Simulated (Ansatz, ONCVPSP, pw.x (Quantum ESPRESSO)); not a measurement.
## pw.x on diamond Ge: one setting changed

Potential: optimised norm-conserving Vanderbilt (ONCV), ONCVPSP 4.0.1.1 (patched build), LDA (Perdew-Wang 92); core [Ar] 3d10, reference 4s2 4p2; waves: 4s: rc 1.80 bohr, ncon 4, nbas 8, qcut 3.3 1/bohr, 1 projector; 4p: rc 1.95 bohr, ncon 4, nbas 7, qcut 3.5 1/bohr, 2 projectors, debl 1.7 Ha; d scattering state at 0.2 Ha: rc 2.15 bohr, ncon 3, nbas 7, qcut 3.8 1/bohr, 1 projector; local part: polynomial inside 1.15 bohr (lpopt 1, dvloc0 10 Ha); core correction: Teter function, fcfact 3, rcfact 1.5.

The reference run (k-mesh 8³, cutoffs 120/480 Ry, Fermi–Dirac 0.01 Ry, mixing_beta 0.4, conv_thr 1e-9, no spin) gives -0.17 GPa at 22.222 Å³/atom, where all-electron LAPW gives 0.06 GPa. This run, with its own iteration cap, changes k-mesh shift to 1.

```
&control
  calculation='scf', prefix='x', pseudo_dir='./', outdir='./tmp', tstress=.true., disk_io='none'
/
&system
  ibrav=0, nat=2, ntyp=1, ecutwfc=120, ecutrho=480, nbnd=11,
  occupations='smearing', smearing='fd', degauss=0.01
/
&electrons
  conv_thr=1e-09, mixing_beta=0.4, electron_maxstep=50
/
ATOMIC_SPECIES
Ge 1.0 Ge.UPF
CELL_PARAMETERS angstrom
  0.00000000 2.81143285 2.81143285
  2.81143285 0.00000000 2.81143285
  2.81143285 2.81143285 0.00000000
ATOMIC_POSITIONS crystal
Ge 0.0000 0.0000 0.0000
Ge 0.2500 0.2500 0.2500
K_POINTS automatic
8 8 8 1 1 1
```

```bash
pw.x < Ge.scf.in > Ge.scf.out
```

Question: How does the run end?

Answer: It converges in 6 iterations; the free energy moves by -5.0 meV/atom and the pressure by -0.04 GPa.

```
Message from routine setup:
     using ibrav=0 with symmetry is DISCOURAGED, use correct ibrav instead
     lattice parameter (alat)  =       7.5135  a.u.
     unit-cell volume          =     299.9230 (a.u.)^3
     number of electrons       =         8.00
     number of Kohn-Sham states=           11
     kinetic-energy cutoff     =     120.0000  Ry
     charge density cutoff     =     480.0000  Ry
     scf convergence threshold =      1.0E-09
     Exchange-correlation= SLA  PW   NOGX NOGC
     number of k points=    60  Fermi-Dirac smearing, width (Ry)=  0.0100
     iteration #  1     ecut=   120.00 Ry     beta= 0.40
     total energy              =     -18.54919544 Ry
     estimated scf accuracy    <       0.03504667 Ry
     iteration #  2     ecut=   120.00 Ry     beta= 0.40
     total energy              =     -18.54625614 Ry
     estimated scf accuracy    <       0.00962786 Ry
     iteration #  3     ecut=   120.00 Ry     beta= 0.40
     total energy              =     -18.54677152 Ry
     estimated scf accuracy    <       0.00011938 Ry
     iteration #  4     ecut=   120.00 Ry     beta= 0.40
     total energy              =     -18.54678634 Ry
     estimated scf accuracy    <       0.00000204 Ry
     iteration #  5     ecut=   120.00 Ry     beta= 0.40
     total energy              =     -18.54678652 Ry
     estimated scf accuracy    <       0.00000049 Ry
     iteration #  6     ecut=   120.00 Ry     beta= 0.40
     the Fermi energy is     5.7648 ev
!    total energy              =     -18.54678655 Ry
     estimated scf accuracy    <          9.7E-10 Ry
     smearing contrib. (-TS)   =      -0.00042482 Ry
     The total energy is F=E-TS. E is the sum of the following terms:
     one-electron contribution =       4.41128115 Ry
     hartree contribution      =       1.13929645 Ry
     xc contribution           =      -7.87420357 Ry
     ewald contribution        =     -16.22273576 Ry
     convergence has been achieved in   6 iterations
          total   stress  (Ry/bohr**3)                   (kbar)     P=       -2.10
     Message from routine punch:
     Nothing written, as per user request (disk_io='none')
```

The run took about 38 s on one core of a shared host (Intel(R) Xeon(R) 6975P-C, 192 threads, 378 GiB, load 84).
